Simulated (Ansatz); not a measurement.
# H2O2 (hydrogen peroxide) at 6 levels

Wanted: a comparison of 6 runs (HF/STO-3G, HSE06/STO-3G, r2SCAN/STO-3G, MP2/STO-3G, UMP2/STO-3G, CCSD/STO-3G) of H2O2 (hydrogen peroxide). 

The calculation is run with Ansatz 0.2.0.

36 further runs of the same task are left out: 9 that didn't finish, 27 set aside as unsound or not needed.

### Step 1. The structure to begin with

H2O2: 4 atoms, total charge 0, spin state singlet. SMILES: `OO`. The O2–O1 distance was set to 2.851 Å, away from the relaxed value. At this shape a bond of the SMILES string is far longer than usual.

Bond lengths: O1–H3 0.965 Å, O2–H4 0.965 Å.

### Step 2. A single-point energy at HF/STO-3G (run 1)

The input, molecule.yaml:

```yaml
crystal:
  periodic: [false, false, false]
  atoms:
    - {symbol: O, position_ang: [-1.021897, -1.890593, -0.145699]}
    - {symbol: O, position_ang: [0.048300, 0.728400, 0.206900]}
    - {symbol: H, position_ang: [-0.348697, -2.426493, 0.291101]}
    - {symbol: H, position_ang: [0.252100, 0.969800, -0.704900]}
basis:
  gaussian:
    orbitals: STO-3G
hamiltonian:
  xc: hf
accuracy: high
```

Run with:

```console
ansatz run molecule.yaml --threads 1 --pin off --max-ram 2610MiB --events-out events.jsonl --progress --plain --runs-dir runs
```

The log of the run:

```text
Warning: RAYON_NUM_THREADS=1 ignored (pool sized by the plan → 1); use --threads N
Functional definition: HF
  name "HF"
  exchange = exact_x
  correlation = 0
178 factors; integrals over basis functions are off by at most 5.0e-8 eV
mean field evaluation 1: about -4037.3642 eV, gradient 1.4e1 eV
mean field evaluation 2: about -4037.3857 eV, gradient 1.4e1 eV
mean field evaluation 4: about -4038.1670 eV, gradient 2.3e0 eV
mean field evaluation 8: about -4038.1879 eV, gradient 4.5e-2 eV
mean field evaluation 16: about -4037.8039 eV, gradient 8.1e-1 eV
mean field evaluation 32: about -4036.9138 eV, gradient 1.1e1 eV
mean field -4038.18787528 eV, -148.4006672343 hartree, gradient 6.1e-8 eV, S^2 0.000000; 2 other end points of the search recorded, 0 dependent functions left out
reference -4038.18787528 eV, -148.4006672343 hartree; 9, 9 occupied and 3, 3 virtual orbitals, 178 factors
Total energy: -4038.18787528 eV, -148.4006672343 hartree
```

It took 0.06 s on 1 thread of Arm Neoverse V2, shared host.

### Step 3. The energy at HSE06/STO-3G (run 2)

molecule.yaml: that of step 2 with these lines changed.

```diff
@@ -8,6 +8,4 @@
 basis:
-  gaussian:
-    orbitals: STO-3G
-hamiltonian:
-  xc: hf
+  gaussian: {orbitals: STO-3G}
 accuracy: high
+hamiltonian: {xc: hse06}
```

Run with:

```console
ansatz run molecule.yaml --threads 1 --pin off --max-ram 2610MiB --events-out events.jsonl --progress --plain --runs-dir runs
```

The log of the run:

```text
Warning: RAYON_NUM_THREADS=1 ignored (pool sized by the plan → 1); use --threads N
Functional definition: HSE06
  name "HSE06"
  parameter a = 0.25
  parameter omega = 0.11/bohr
  exchange = pbe_x - a*pbe_x_sr(omega) + a*exact_x_sr(omega)
  correlation = pbe_c
178 factors; integrals over basis functions are off by at most 5.0e-8 eV
48 factors; integrals over basis functions are off by at most 3.9e-10 eV
mean field evaluation 1: about -4055.7435 eV, gradient 1.1e1 eV
mean field evaluation 2: about -4056.1346 eV, gradient 5.3e0 eV
mean field evaluation 4: about -4056.2281 eV, gradient 2.1e0 eV
mean field evaluation 8: about -4056.2381 eV, gradient 1.2e0 eV
mean field evaluation 16: about -4056.2435 eV, gradient 3.9e-4 eV
mean field evaluation 32: about -4056.2422 eV, gradient 2.4e-1 eV
mean field -4056.24350203 eV, -149.0641992791 hartree, gradient 6.9e-8 eV, S^2 0.000000; 5 other end points of the search recorded, 0 dependent functions left out
reference -4056.24350365 eV, -149.0641993386 hartree; 9, 9 occupied and 3, 3 virtual orbitals, 178 factors
Total energy: -4056.24350365 eV, -149.0641993386 hartree
```

It took 0.74 s on 1 thread of Arm Neoverse V2, shared host.

Runs 3 to 4 aren't shown in full; the table further down has their settings and results.

### Step 4. The energy at UMP2/STO-3G (run 5)

The input, job.yaml:

```yaml
crystal:
  periodic: [false, false, false]
  atoms:
    - {symbol: O, position_ang: [-1.021897, -1.890593, -0.145699]}
    - {symbol: O, position_ang: [0.048300, 0.728400, 0.206900]}
    - {symbol: H, position_ang: [-0.348697, -2.426493, 0.291101]}
    - {symbol: H, position_ang: [0.252100, 0.969800, -0.704900]}
basis:
  gaussian:
    orbitals: STO-3G
magnetization:
  spin_polarized: true
correlation:
  method: mp2
  frozen_orbitals: {H: 0, O: 1}
accuracy: high
```

Run with:

```console
ansatz run job.yaml --threads 1 --pin off --max-ram 2610MiB --events-out events.jsonl --progress --plain --runs-dir runs
```

The log of the run, cut to the lines that bear on the results:

```text
Warning: RAYON_NUM_THREADS=1 ignored (pool sized by the plan → 1); use --threads N
Functional definition: HF
  name "HF"
[...]
178 factors; integrals over basis functions are off by at most 5.0e-8 eV
[...]
mean field -4047.01858478 eV, -148.7251898230 hartree, gradient 8.5e-9 eV, S^2 1.005679; 15 other end points of the search recorded, 0 dependent functions left out
2 core orbitals not correlated: weight in the atoms' cores, before any rotation towards them, 1.000 or more for the frozen orbitals, at most 0.000 for the correlated occupied ones
reference -4047.01858478 eV, -148.7251898230 hartree; 7, 7 occupied and 3, 3 virtual orbitals, 178 factors
second order -0.84925730 eV of doubles, -0.00000000 eV of singles
Total energy: -4047.86784209 eV, -148.7563994533 hartree
```

It took 0.16 s on 1 thread of Arm Neoverse V2, shared host.

### Step 5. The energy at CCSD/STO-3G (run 6)

molecule.yaml: that of step 3 with these lines changed.

```diff
@@ -9,3 +9,4 @@
   gaussian: {orbitals: STO-3G}
+correlation: {method: ccsd, frozen_orbitals: {H: 0, O: 1}}
 accuracy: high
-hamiltonian: {xc: hse06}
+scf: {omitted_lower_state_checks: [cluster_reference, increment]}
```

Run with:

```console
ansatz run molecule.yaml --threads 1 --pin off --max-ram 2610MiB --events-out events.jsonl --progress --plain --runs-dir runs
```

The log of the run:

```text
Warning: RAYON_NUM_THREADS=1 ignored (pool sized by the plan → 1); use --threads N
[... 13 lines left out ...]
2 core orbitals not correlated: weight in the atoms' cores, before any rotation towards them, 1.000 or more for the frozen orbitals, at most 0.000 for the correlated occupied ones
[... 126 lines left out ...]
WARN: these amplitudes may be one of several solutions (largest doubles amplitude 0.94, level shift 22.11 eV)
Total energy: -4048.34703615 eV, -148.7740095103 hartree
Checks for a lower state left out: cluster_reference, increment
```

Wall time 0.16 s (1 thread of Arm Neoverse V2, shared host).

### Step 6. All runs side by side

| run | level | frozen core orbitals | energy (Eh) | wall time |
| --- | --- | --- | --- | --- |
| 1 | HF/STO-3G | – | -148.400667 | 0.06 s |
| 2 | HSE06/STO-3G | – | -149.064199 | 0.74 s |
| 3 | r2SCAN/STO-3G | – | -149.183259 | 2 s |
| 4 | MP2/STO-3G | 2 | -148.749264 | 0.08 s |
| 5 | UMP2/STO-3G | 2 | -148.756399 | 0.16 s |
| 6 | CCSD/STO-3G | 2 | -148.774010 | 0.16 s |

### Step 7. Outcome

```
                                          quantity          value
                               run 6: total energy  -148.77401 Eh
run 6: correlation energy (2 core orbitals frozen)     -373.3 mEh
                              run 6: T1 diagnostic          0.071
```

In words: Below the HF energy at the same shape and in the same basis (STO-3G): MP2 -348.6 mEh; UMP2 -355.7 mEh; CCSD -373.3 mEh. Some of these start from another determinant than that one, so these aren't their correlation energies. Totals of different functionals can't be ranked against each other. In run 6 the T1 diagnostic is large, so a single reference may not serve. In runs 4, 6 the log says that unrestricted orbitals would lower the reference, so the values rest on an unstable closed-shell determinant (other closed-shell runs at this shape may share the fault). In runs 1, 2, 3, 4, 5, 6 the basis is minimal, so the values are rough. In runs 1, 2, 3, 4, 6 a closed-shell determinant meets a far-stretched bond, which it describes badly. Spin contamination of the reference: run 5 ⟨S²⟩ = 1.01. Where it is this large, the reference is a mixture of spin states, and values that rest on it are in doubt. All runs together took 3.2 s, the longest 2 s.
